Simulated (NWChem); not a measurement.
System: Na cation

Computed with NWChem.

Task: What does the run give for PBE0/STO-3G? Quantities: highest occupied level (eV); orbital gap (eV).

Result: highest occupied level (eV): -39.08
orbital gap (eV): 37.83
